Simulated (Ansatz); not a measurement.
Input file for Ansatz (a first-principles code): R-CCSD(T)/aug-cc-pVDZ on CH6O2 (a complex).

Ansatz 0.2 input:
```yaml
crystal:
  periodic: [false, false, false]
  atoms:
    - {symbol: O, position_ang: [-2.01091594, 0.07967389, 0.12514827]}
    - {symbol: H, position_ang: [-2.42759294, 0.87854689, 0.45091827]}
    - {symbol: H, position_ang: [-1.08188894, 0.19043089, 0.36609727]}
    - {symbol: O, position_ang: [0.87475706, 0.17581889, 0.51484627]}
    - {symbol: H, position_ang: [1.24274006, -0.39625811, 1.19237527]}
    - {symbol: C, position_ang: [1.33976206, -0.29581011, -0.74731273]}
    - {symbol: H, position_ang: [0.90894506, 0.35528289, -1.50042673]}
    - {symbol: H, position_ang: [2.42572606, -0.24501811, -0.82162473]}
    - {symbol: H, position_ang: [1.01141906, -1.31568011, -0.94639273]}
basis:
  gaussian:
    orbitals: aug-cc-pVDZ
magnetization: {spin_polarized: false}
correlation: {method: ccsd_t, electrons: outside_noble_gas}
scf: {lower_state_search: off}
```

Program output:

```
WARN ansatz: RAYON_NUM_THREADS=1 ignored (pool sized by the plan → 1); use --threads N
Functional definition: HF
these checks for a lower state are left out or cut short: stability, starts, cluster_reference, orbital_swaps, neighbouring_geometries, increment
integrals: 0.23 GiB planned
1176 factors; integrals over basis functions are off by at most 7.9e-4 eV
mean field: 0.27 GiB planned
mean field evaluation 1: about -5196.8018 eV, gradient 4.3e1 eV
mean field evaluation 2: about -5196.8015 eV, gradient 4.3e1 eV
mean field evaluation 4: about -5200.3144 eV, gradient 2.9e0 eV
mean field evaluation 8: about -5200.3428 eV, gradient 1.8e-4 eV
mean field -5200.34280393 eV, -191.1090731253 hartree, gradient 1.7e-6 eV, S^2 0.000000; 0 other end points of the search recorded, 0 dependent functions left out
3 core orbitals not correlated
reference -5200.34280393 eV, -191.1090731253 hartree; 11, 11 occupied and 109, 109 virtual orbitals, 1176 factors
second order -15.86100395 eV of doubles, -0.00000000 eV of singles
coupled cluster: 0.69 GiB planned
cycle   1  -16.23346362 eV  change   -3.7e-1 eV  update   8.5e-2
cycle   2  -16.59777954 eV  change   -3.6e-1 eV  update   2.3e-2
cycle   3  -16.69411299 eV  change   -9.6e-2 eV  update   1.2e-2
cycle   4  -16.68952614 eV  change    4.6e-3 eV  update   2.3e-3
cycle   5  -16.68905452 eV  change    4.7e-4 eV  update   8.7e-4
cycle   6  -16.68945213 eV  change   -4.0e-4 eV  update   2.6e-4
cycle   7  -16.68935055 eV  change    1.0e-4 eV  update   9.1e-5
cycle   8  -16.68930094 eV  change    5.0e-5 eV  update   3.0e-5
cycle   9  -16.68929972 eV  change    1.2e-6 eV  update   1.1e-5
perturbative correction -0.44114778 eV, -0.0162118819 hartree
Total energy: -5217.47325143 eV, -191.7386054597 hartree
Checks for a lower state left out: stability, starts, cluster_reference, orbital_swaps, neighbouring_geometries, increment
```

Self-consistency was reached.

Cost: roughly 13 core-seconds.
